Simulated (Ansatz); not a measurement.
## doublet LiO: levels of theory in one basis

```xyz
2

Li    0.0000    0.0000    0.0000
O     0.0000    0.0000    1.8568
```

Basis set: def2-SVP (spherical functions). Frozen core: 1 orbital. Correlation on ROHF uses semicanonical orbitals with singles. Charge 0, multiplicity 2.

Computed with Ansatz (development build ahead of 0.2.0); each method stands on the lowest determinant of its kind that the runs found.

```csv
method,E − E(ROHF) (eV),<S²> of the determinant
ROHF,0.00,0.75
UHF,-0.10,0.76
ROHF-MP2,-4.27,–
UHF-MP2,-4.27,0.76
```

Task: What does ROHF-CCSD(T) give on the same scale?

Result: -4.66 eV.

Task: Is a single determinant a sound starting point here?

Result: By this sign, yes. Unrestricted orbitals gain 0.10 eV and <S²> is 0.76 against 0.75 for a pure state.
